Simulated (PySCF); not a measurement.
# Atomic charges against the basis set

Compound: BH2NO.
Bonds: B1–N2, N2–O3 (double). Hydrogens: H4, H5 on B1.

PBE0 throughout (PySCF), one geometry, spherical d and f functions. Geometry: PBE0-D3(BJ)/def2-SVP; no solvent, vibrations or thermal averaging. Atoms taken as equivalent share a column and are averaged.

Mulliken charges (e):

```csv
basis,functions,B1,N2,O3,H4/H5
STO-3G,17,+0.071,-0.047,-0.007,-0.009
6-31G,31,+0.043,+0.109,-0.223,+0.036
pcSseg-0,31,+0.068,+0.044,-0.230,+0.059
6-31G*,46,-0.138,+0.308,-0.267,+0.049
cc-pVDZ,52,-0.171,+0.294,-0.135,+0.006
def2-SVP,52,-0.197,+0.269,-0.105,+0.017
aug-cc-pVDZ,87,-0.814,+0.444,-0.346,+0.358
"6-311+G(2d,p)",93,-0.094,+0.048,-0.024,+0.035
def2-TZVP,105,-0.280,+0.330,-0.159,+0.055
cc-pVTZ,118,-0.205,+0.241,-0.104,+0.034
IGLO-III,125,+0.187,-0.091,-0.050,-0.022
pcSseg-3,282,+0.094,+0.009,-0.123,+0.009
```

IAO charges (e):

```csv
basis,functions,B1,N2,O3,H4/H5
STO-3G,17,-0.127,+0.082,-0.025,+0.035
6-31G,31,-0.204,+0.201,-0.137,+0.070
pcSseg-0,31,-0.216,+0.204,-0.124,+0.069
6-31G*,46,-0.209,+0.235,-0.153,+0.063
cc-pVDZ,52,-0.239,+0.246,-0.146,+0.069
def2-SVP,52,-0.228,+0.246,-0.147,+0.065
aug-cc-pVDZ,87,-0.232,+0.251,-0.162,+0.071
"6-311+G(2d,p)",93,-0.226,+0.248,-0.162,+0.070
def2-TZVP,105,-0.227,+0.248,-0.159,+0.069
cc-pVTZ,118,-0.230,+0.248,-0.156,+0.069
IGLO-III,125,-0.228,+0.248,-0.161,+0.070
pcSseg-3,282,-0.226,+0.248,-0.162,+0.070
```

Problem. Which scheme is steadiest as the basis changes?

Solution. Largest range over the bases for any column: IAO 0.17 e, Mulliken 1.00 e. IAO charges move least and Mulliken charges most, counted in e. Without the minimal STO-3G basis the ranges are IAO 0.05, Mulliken 1.00 e.

Problem. How much do the charges still move between the two largest bases, IGLO-III and pcSseg-3?

Solution. At most, over all atoms: Mulliken 0.101 e, IAO 0.001 e.

Problem. What do the same runs give for the total energy, the frontier levels and the dipole moment?

Solution. 
| basis | energy (Eh) | HOMO (eV) | LUMO (eV) | μ (D) |
| --- | --- | --- | --- | --- |
| STO-3G | -153.7048 | -4.47 | -0.45 | 0.54 |
| 6-31G | -155.7005 | -6.96 | -3.09 | 0.68 |
| pcSseg-0 | -155.3763 | -7.24 | -3.35 | 0.71 |
| 6-31G* | -155.7587 | -6.85 | -2.92 | 0.35 |
| cc-pVDZ | -155.7739 | -6.90 | -2.95 | 0.30 |
| def2-SVP | -155.6455 | -7.00 | -3.07 | 0.37 |
| aug-cc-pVDZ | -155.7833 | -7.06 | -3.14 | 0.50 |
| 6-311+G(2d,p) | -155.8094 | -7.08 | -3.16 | 0.50 |
| def2-TZVP | -155.8249 | -7.05 | -3.10 | 0.44 |
| cc-pVTZ | -155.8185 | -7.02 | -3.06 | 0.39 |
| IGLO-III | -155.8253 | -7.07 | -3.14 | 0.48 |
| pcSseg-3 | -155.8350 | -7.08 | -3.14 | 0.49 |

The dipole is fixed by the density alone, so its range of 0.41 D shows that the density itself changes with the basis, not only its division among atoms.
